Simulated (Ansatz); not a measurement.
Basis-set limit of CHFNSi, doublet

```yaml
atoms:
  - { symbol: Si, position_ang: [0.6134, 0.1784, 0.3332] }
  - { symbol: F, position_ang: [1.9699, -0.3915, -0.3430] }
  - { symbol: C, position_ang: [0.3317, 1.8908, -0.3001] }
  - { symbol: N, position_ang: [0.0494, 2.9345, -0.7256] }
  - { symbol: H, position_ang: [0.7641, 0.2245, 1.8135] }
```

Connectivity, by distances: F–SiH–C–N.

Ansatz 0.2.0, UHF determinant, valence electrons correlated. Energies in eV.

```tsv
set	X	functions	Hartree–Fock	MP2 correlation	CCSD(T) correlation	time
def2-TZVPP	3	149	-13099.1016	-18.2808	-19.5190	13 s on 1 × NVIDIA H100 80GB HBM3 with 1 thread of AMD EPYC 7R13 Processor (Zen 3), with other jobs on the host
def2-QZVPP	4	271	-13099.5803	-19.7528	-20.9053	17 s on 1 × NVIDIA H100 80GB HBM3 with 1 thread of AMD EPYC 7R13 Processor (Zen 3) (shared host)
```

Hartree–Fock is taken to follow E(X) = E∞ + A·exp(−7.88·√X), correlation E(X) = E∞ + B·X^−2.97.

Problem. Work out the CCSD(T) energy at the limit, and how far the shortcut misses it that extrapolates MP2 and adds CCSD(T) minus MP2 from the smaller set.

Solution. Hartree–Fock: E∞ = E4 + 0.1377·(E4 − E3) = -13099.6462. Correlation: E∞ = E4 + 0.7407·(E4 − E3) = -21.9321 for CCSD(T) and -20.8433 for MP2. The limit is -13121.5783 eV, 1.093 eV below def2-QZVPP. The shortcut gives a correlation energy of -20.8433 + (-1.2383) = -22.0815, 149 meV lower than the direct value.

Past Ne part of the Hartree–Fock step between the two sets comes from the cores, which don't follow the formula, so the 66 meV that it adds to the total can overshoot; that part largely cancels in differences.
